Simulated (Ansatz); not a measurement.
**Ligand redistribution between two centres**

Start structure (Si2H7Cl, singlet), relaxed at PBE0-D4/def2-TZVP:

Si1  (-0.981, 0.516, -1.913)
H2  (-0.897, -0.305, -0.678)
H3  (-0.784, -0.362, -3.094)
H4  (-2.323, 1.146, -1.987)
H5  (0.065, 1.566, -1.888)
Si6  (0.924, -0.613, 1.965)
Cl7  (1.871, 0.988, 1.093)
H8  (1.616, -0.926, 3.237)
H9  (0.996, -1.766, 1.040)
H10  (-0.487, -0.244, 2.223)
(Å)

The step: SiH₃Cl ([SiH3][Cl]) + SiH₄ → SiH₃Cl ([SiH3][Cl]) + SiH₄; bonds formed: Si1–Cl7, H2–Si6; bonds broken: Si1–H2, Si6–Cl7. Program: Ansatz 0.2.0. Basis: def2-TZVPP and def2-QZVPP. Cores are frozen in the correlated methods. Extrapolation: Hartree–Fock as exp(−7.88 √X), correlation as X^−2.97. Energies below are by CCSD(T) at an estimated basis limit (MP2 extrapolated from triple and quadruple zeta, plus CCSD(T) − MP2 in triple zeta).

What are the electronic barrier and the energy of the step, from the start structure to the end structure? (An estimate is asked for; the value comes from the calculation.)

By the calculation: Barrier 197.6 kJ/mol; step energy 0.0 kJ/mol (both ends alike: a degenerate step); reverse barrier, their difference, 197.6 kJ/mol. Barrier and step energy count from the start structure, the reverse barrier from the end structure.

The saddle point: One imaginary mode of 393i cm⁻¹.
```csv
pair,start (Å),saddle (Å),end (Å)
Si1–Cl7,4.17,2.31,2.05
H2–Si6,3.22,1.69,1.49
Si1–H2,1.49,1.69,3.22
Si6–Cl7,2.05,2.31,4.17
```

Zero-point energy (harmonic, PBE0-D4): ZPE is 151.9 kJ/mol at the start and 154.6 kJ/mol at the saddle, so the barrier goes from 197.6 to 200.4 kJ/mol.

The T1 diagnostic stays at or below 0.012. The start structure is not quite a true minimum (one mode of 54i cm⁻¹). The end structure is not quite a true minimum (one mode of 53i cm⁻¹).

Ligand swaps between two centres remove the fluorinated layer in thermal atomic layer etching, and scramble precursors in the gas phase.

Labels in which every atom is bracketed show which atoms are joined, not bond orders.

For scale, one of the runs: CCSD(T)/def2-TZVPP, 224 basis functions, launched by `ansatz run in.yaml --threads 4 --pin off --events-out ev --progress --plain --max-ram 9574MiB`. The run took 42 s on 4 CPU threads of an Arm Neoverse V2 (shared host), with 3.2 GiB of host memory at its peak.
